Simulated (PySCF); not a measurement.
## Assignment exercise: C₄H₆FN

Molfile (atoms numbered from 1):
```
C4H6FN
     RDKit          3D

 12 12  0  0  0  0  0  0  0  0999 V2000
    1.5536   -1.5102    0.3101 N   0  0  0  0  0  0  0  0  0  0  0  0
    0.6362   -0.6511    0.2202 C   0  0  0  0  0  0  0  0  0  0  0  0
   -0.8354   -0.8061   -0.0953 C   0  0  0  0  0  0  0  0  0  0  0  0
   -0.8325    0.6813   -0.4844 C   0  0  0  0  0  0  0  0  0  0  0  0
   -1.8587    1.4303    0.0130 F   0  0  0  0  0  0  0  0  0  0  0  0
    0.5266    0.8667    0.2122 C   0  0  0  0  0  0  0  0  0  0  0  0
    2.4551   -1.0509    0.4785 H   0  0  0  0  0  0  0  0  0  0  0  0
   -1.1236   -1.5588   -0.8423 H   0  0  0  0  0  0  0  0  0  0  0  0
   -1.4284   -0.9522    0.8227 H   0  0  0  0  0  0  0  0  0  0  0  0
   -0.7787    0.8407   -1.5736 H   0  0  0  0  0  0  0  0  0  0  0  0
    1.3136    1.4480   -0.2910 H   0  0  0  0  0  0  0  0  0  0  0  0
    0.3722    1.2623    1.2300 H   0  0  0  0  0  0  0  0  0  0  0  0
  1  2  2  3
  2  3  1  0
  3  4  1  0
  4  5  1  0
  4  6  1  0
  6  2  1  0
  1  7  1  0
  3  8  1  0
  3  9  1  0
  4 10  1  0
  6 11  1  0
  6 12  1  0
M  END
```

PySCF calculation with PBE0/pcSseg-1 with gauge-including orbitals, PBE0-D3(BJ)/def2-SVP geometry and B3LYP/pcJ-1 coupling constants (spin–dipole term only in couplings to heteroatoms); no solvent, one computed conformer, relativity neglected.

Chemical shifts δ = σref − σ; 13C (σref 184.41), 1H (σref 31.27) against TMS, all at this level.

Question: Assign these signals to the numbered atoms. 13C{1H} NMR (computed): δ 176.5 (C, d, J = 21.8 Hz), 79.0 (CH, d, J = 273.3 Hz), 50.0 (CH2, d, J = 20.7 Hz), 48.4 (CH2, d, J = 21.3 Hz).

Answer: 
| δ (ppm) | atoms | environment | reason |
| --- | --- | --- | --- |
| 176.5 | C2 | C=N carbon | – |
| 79.0 | C4 | sp3 CH bonded to F | the inductive effect lowers its shielding |
| 50.0 | C6 | sp3 CH2 in a ring | saturated and bonded to C and H only |
| 48.4 | C3 | sp3 CH2 in a ring | – |

C6 and C3 lie closer than the usual error of such a calculation, so a measured spectrum could show them in the other order.

Question: Assign these signals to the numbered atoms. 1H NMR (400 MHz, computed): δ 9.74 (br s, 1H), 4.80 (m, 1H), 3.14 (m, 1H), 3.00 (m, 1H), 3.00 (m, 1H), 2.72 (m, 1H).

Answer: 
```tsv
δ (ppm)	atoms	environment	reason
9.74	H7	hydrogen on an imine nitrogen	labile proton, position sensitive to the medium
4.80	H10	hydrogen on an sp3 CH bonded to F	its carbon carries F, hence the downfield position
3.14	H9	hydrogen on an sp3 CH2 in a ring	–
3.00	H8	hydrogen on an sp3 CH2 in a ring	–
3.00	H12	hydrogen on an sp3 CH2 in a ring	–
2.72	H11	hydrogen on an sp3 CH2 in a ring	–
```

H8 and H12 lie closer than the usual error of such a calculation, so a measured spectrum could show them in the other order.

OH/NH shifts are gas-phase values; hydrogen bonding in solution moves them, usually downfield. Common functionals overestimate the size of one-bond C–F couplings by tens of Hz; these are unscaled. Splittings below 1 Hz are ignored in the labels, and close J values are merged. Unscaled 3J(H,H) at this level run about 10 % above measured values. Shifts are as computed. Against solution values, carbons near 30 ppm lie about +2 ppm off and those near 130 ppm about +5 ppm. Of 1211 compounds with measured shifts, 218 miss one by over three times the rms of a fit or turn the order of signals round; such compounds aren't used in these exercises. Only one conformer was computed, so three-bond couplings in flexible chains and rings are approximate.
